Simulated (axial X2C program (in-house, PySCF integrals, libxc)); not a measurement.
## Worked dissociation energy of MgSi⁺: HF, spin-free

Computed with an axial X2C code built on PySCF integrals. Spin-free means the one-electron spin-free X2C Hamiltonian. Basis: Si dyall-v3z [8s7p2d1f], Mg dyall-cv3z [9s8p6d3f] (cores contracted in-house); Gaussian nuclei, density fitting, unrestricted open shells. Masses: Si 27.977 u, Mg 23.985 u.

Molecular state: M_S = 1/2, Λ = 1 (beyond evenly filled blocks: π+α).

```
E(Si) (2M_S = 2, M_L = 0)  : -289.463146 hartree
E(Mg+) (2M_S = 1, M_L = 0) : -199.678612 hartree
E(MgSi⁺) at Re             : -489.163299 hartree
ωe                         : 263.7 cm⁻¹
ωexe                       : 1.46 cm⁻¹
```

(1) Work out De and D0.

The state is a single determinant with fixed occupations, the lowest that a limited PBE0 search found. Dissociation energies refer to the lowest single-determinant-based atoms at the same level and basis.

Hartree–Fock lacks correlation and underbinds, often by eV.

Each atomic determinant is the lowest at this level and need not be a pure term. Totals compare only within one Hamiltonian and basis.

Answers

(1) De = -289.463146 + (-199.678612) − (-489.163299) = 0.02154 hartree = 0.586 eV. The zero-point energy is ωe/2 − ωexe/4 = 131 cm⁻¹ = 0.016 eV, so D0 = 0.570 eV.
